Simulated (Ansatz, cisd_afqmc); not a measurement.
System: H2O, charge 0, singlet. H2O (oxidane, SMILES O).
B3LYP-D3(BJ)/def2-TZVP minimum from Ansatz (an electronic-structure program):
```xyz
3

O      0.0070     0.0013     0.1167
H     -0.0500     0.7593    -0.4742
H     -0.0062    -0.7700    -0.4592
```

Wanted: atomisation energy (electronic, to ground-state atoms), in kJ/mol. Open shells are spin-unrestricted; no spin-orbit coupling. Correlated methods leave the cores frozen. Rows without X2C or -DK are non-relativistic. The Monte Carlo rows (phaseless AFQMC, CISD trial, step 0.005/hartree) carry one-sigma bars that omit the constraint's bias. Outlying blocks are dropped, and bars are widened where a walk drifts. Over all cases where full CI ran beside it in this data, AFQMC minus full CI had a median of +0.1 mEh and passed +0.4 mEh in a tenth of the cases. CBS(X,Y): correlation extrapolated as X^-3, Hartree-Fock from the larger set (Q,5: extrapolated as (X+1)exp(-9√X)). A bracket is a step between two methods taken in the basis named. The functionals are non-relativistic, so their misses hold any scalar relativity. 'core' is core correlation in cc-pwCVTZ, 'X2C' scalar relativity in cc-pVTZ-DK, both at CCSD(T). Full CI freezes restricted core orbitals, also for open shells; the composite that ends in it estimates full CI at the basis-set limit. For partners of very few electrons the exact lower level stands in for a higher one.

```json
[
 {"level": "PBE/def2-TZVPD", "program": "Ansatz", "atomisation energy (kJ/mol)": "974.6", "difference against the last row": "-0.4"},
 {"level": "B3LYP/def2-TZVPD", "program": "Ansatz", "atomisation energy (kJ/mol)": "959.7", "difference against the last row": "-15.3"},
 {"level": "CAM-B3LYP/def2-TZVPD", "program": "Ansatz", "atomisation energy (kJ/mol)": "963.8", "difference against the last row": "-11.2"},
 {"level": "MP2/cc-pVDZ", "program": "Ansatz", "atomisation energy (kJ/mol)": "881.4", "difference against the last row": "-93.6"},
 {"level": "CCSD/cc-pVDZ", "program": "Ansatz", "atomisation energy (kJ/mol)": "867.0", "difference against the last row": "-108.0"},
 {"level": "CCSD(T)/cc-pVTZ", "program": "Ansatz", "atomisation energy (kJ/mol)": "941.3", "difference against the last row": "-33.7"},
 {"level": "CCSD(T)/cc-pV5Z", "program": "Ansatz", "atomisation energy (kJ/mol)": "968.5", "difference against the last row": "-6.5"},
 {"level": "CCSDT(Q)/cc-pVDZ", "program": "Ansatz", "atomisation energy (kJ/mol)": "874.3", "difference against the last row": "-100.7"},
 {"level": "CCSDT(Q)/cc-pVTZ", "program": "Ansatz", "atomisation energy (kJ/mol)": "941.6", "difference against the last row": "-33.4"},
 {"level": "CCSDT(Q)/cc-pVQZ", "program": "Ansatz", "atomisation energy (kJ/mol)": "961.7", "difference against the last row": "-13.3"},
 {"level": "CCSDT(Q)/cc-pV5Z", "program": "Ansatz", "atomisation energy (kJ/mol)": "968.5", "difference against the last row": "-6.5"},
 {"level": "AFQMC/CISD/cc-pVTZ", "program": "cisd_afqmc", "atomisation energy (kJ/mol)": "941.7 ± 1.1", "difference against the last row": "-33.3"},
 {"level": "CCSD(T)/CBS(cc-pVQZ,cc-pV5Z) + [FCI - CCSD(T)]/cc-pVDZ + core + X2C", "program": "Ansatz", "atomisation energy (kJ/mol)": "976.2", "difference against the last row": "1.2"},
 {"level": "CCSD(T)/CBS(cc-pVQZ,cc-pV5Z) + [CCSDT(Q) - CCSD(T)]/cc-pV5Z + [FCI - CCSDT(Q)]/cc-pVDZ + core + X2C", "program": "Ansatz", "atomisation energy (kJ/mol)": "975.0", "difference against the last row": "0.0"}
]
```
